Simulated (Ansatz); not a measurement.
Elements on the sites of an ideal rock salt lattice, at a guessed lattice constant:

```xyz
24
Lattice="-4.1874 -4.1874 0.0000 0.0000 4.1874 4.1874 -4.1874 4.1874 -4.1874" Properties=species:S:1:pos:R:3 pbc="T T T"
N    -4.1874    4.1873   -2.0937
N    -6.2810    2.0936   -2.0937
N    -4.1874    2.0937    0.0000
N    -2.0937    4.1874    0.0000
N    -2.0937    2.0937    2.0937
N    -4.1874    0.0000    2.0937
N    -4.1874    6.2810    0.0000
N    -6.2810    4.1873    0.0000
N    -4.1874    0.0000   -2.0937
N    -2.0937    2.0937   -2.0937
N    -2.0937    0.0000    0.0000
N    -4.1874   -2.0936    0.0000
Al   -4.1874    2.0937   -2.0937
Al   -2.0937    0.0000    2.0937
Al   -4.1874    2.0936    2.0937
Sc   -6.2810    0.0000   -2.0937
Sc   -4.1874    4.1874    0.0000
V    -2.0937   -2.0937    0.0000
V     0.0000    0.0000    0.0000
V    -4.1874    0.0000    0.0000
V    -2.0937    2.0936    0.0000
V     0.0000    2.0937    2.0937
V    -2.0937    4.1873    2.0937
Nb   -6.2810    2.0937    0.0000
```

Cell and atoms were relaxed without symmetry on coarser meshes and computed once more. The calculation used DFT PBE, scalar-relativistic, plane waves, PAW (Ansatz 0.2.0).

Plane waves to 420 eV, a k mesh through Γ of 7×7×5 on the computed 24-atom cell and Gaussian smearing (0.10 eV); no spin polarisation.

The relaxation ran on 3×3×2 (shifted) and then 4×4×3 k points with a smearing of 0.1 eV, from sites shaken by 0.02 Å.

Task: What does the relaxation give?

Result: A volume of 9.31 Å³/atom and no gap on the mesh. It lies 1.13 eV/atom below the elements' standard states (static lattices, no corrections for gases). The atoms leave their sites by 0.13 Å (root mean square) and 0.21 Å at most, and the cell stretches by up to 1.3 % at fixed volume.

```yaml
crystal:
  lattice:
    - [-4.26453, -4.25315, 0.00503]
    - [0.02850, 4.21960, 4.17808]
    - [-4.18459, 4.17822, -4.16523]
  atoms:
    - { symbol: N, position: [0.18038, 0.32392, 0.84378] }
    - { symbol: N, position: [0.65038, 0.33129, 0.84399] }
    - { symbol: N, position: [0.50527, 0.49641, 0.48893] }
    - { symbol: N, position: [0.00533, 0.50119, 0.49580] }
    - { symbol: N, position: [0.35070, 0.66629, 0.16669] }
    - { symbol: N, position: [0.80951, 0.66659, 0.16777] }
    - { symbol: N, position: [0.18131, 0.85377, 0.82945] }
    - { symbol: N, position: [0.66792, 0.82514, 0.85186] }
    - { symbol: N, position: [0.50139, 0.01001, 0.48647] }
    - { symbol: N, position: [0.00756, 0.00493, 0.48591] }
    - { symbol: N, position: [0.33484, 0.17153, 0.16796] }
    - { symbol: N, position: [0.82907, 0.16126, 0.16472] }
    - { symbol: Al, position: [0.34044, 0.17396, 0.64686] }
    - { symbol: Al, position: [0.49030, 0.48922, 0.99999] }
    - { symbol: Al, position: [0.66432, 0.84042, 0.33287] }
    - { symbol: Sc, position: [0.83702, 0.16737, 0.67938] }
    - { symbol: Sc, position: [0.33888, 0.66707, 0.66694] }
    - { symbol: V, position: [0.46501, 0.98387, 0.00725] }
    - { symbol: V, position: [0.01096, 0.97583, 0.00889] }
    - { symbol: V, position: [0.70343, 0.35731, 0.32361] }
    - { symbol: V, position: [0.14473, 0.34910, 0.32270] }
    - { symbol: V, position: [0.00968, 0.52685, 0.01416] }
    - { symbol: V, position: [0.15095, 0.80961, 0.31555] }
    - { symbol: Nb, position: [0.84743, 0.66896, 0.66938] }
```

Cost: 2 runs of about 7.6 core-minutes in all (earlier runs that led there not counted), on Intel Xeon 6975P-C (Granite Rapids) (shared hosts).